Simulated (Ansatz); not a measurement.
A calculation with Ansatz (development build ahead of 0.2.0).

```yaml
crystal:
  periodic: [false, false, false]
  atoms:
    - { symbol: C, position_ang: [0.0, 0.0, 0.0] }
    - { symbol: Al, position_ang: [0.0, 4.7576, 0.0] }
    - { symbol: S, position_ang: [0.0, -4.3712, 0.0] }
basis:
  gaussian: { orbitals: pcseg-2 }
magnetization:
  spin_polarized: true
  initial_magnetization: 3
hamiltonian:
  xc: { name: wB97X }
```

The input is written out in the form of the current development build from the run's settings.

Results

* Converged: yes
* Total energy: -678.31841 hartree
* Spin squared of the determinant: 4.763
* Stability test: minimum

Caution: charge can spread falsely over distant fragments; the unrestricted determinant is a mixture of spin states; other spin multiplicities may lie lower.
